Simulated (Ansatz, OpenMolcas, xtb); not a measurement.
**How methods differ on Li2 (lithium dimer)**

Li2: 2 atoms, total charge 0, spin state singlet. As SMILES, `[Li][Li]`. Geometry: the measured bond length.

```csv
atom,x (Å),y (Å),z (Å)
Li,0.0000,0.0000,0.0000
Li,0.0000,0.0000,2.6729
```

Each level gives the energy change with the Li1–Li2 bond stretched from 2.673 to 5.880 Å (eV). The values are calculated.

```
                             level                    kind     program  value (eV)  CPU time (all runs)
                          GFN2-xTB          semi-empirical         xtb        2.60            under 2 s
     HF/aug-cc-pVTZ (unrestricted)            Hartree–Fock  OpenMolcas        0.16                  9 s
    SVWN5/aug-cc-pVTZ (restricted)                     LDA      Ansatz        1.20                  5 s
      PBE/aug-cc-pVTZ (restricted)                     GGA      Ansatz        1.17                8.2 s
    M06-L/aug-cc-pVTZ (restricted)                meta-GGA  OpenMolcas        1.21                 30 s
  r2SCAN0/aug-cc-pVTZ (restricted)         hybrid meta-GGA      Ansatz        1.35                 20 s
CAM-B3LYP/aug-cc-pVTZ (restricted)  range-separated hybrid      Ansatz        1.56                8.3 s
   B2PLYP/aug-cc-pVTZ (restricted)           double hybrid      Ansatz        1.25                9.5 s
  RPA@PBE/aug-cc-pVTZ (restricted)                     RPA      Ansatz        1.07                 14 s
      MP2/aug-cc-pVTZ (restricted)     perturbation theory  OpenMolcas        1.36                6.7 s
```

The first shape isn't each level's own minimum. The values span 0.16 to 2.60 eV. Spin contamination of the reference (⟨S²⟩ at least 0.1 too high) touches HF/aug-cc-pVTZ. CPU times are rough (shared hosts, several kinds of processor): they show what a rung costs within a factor of a few.
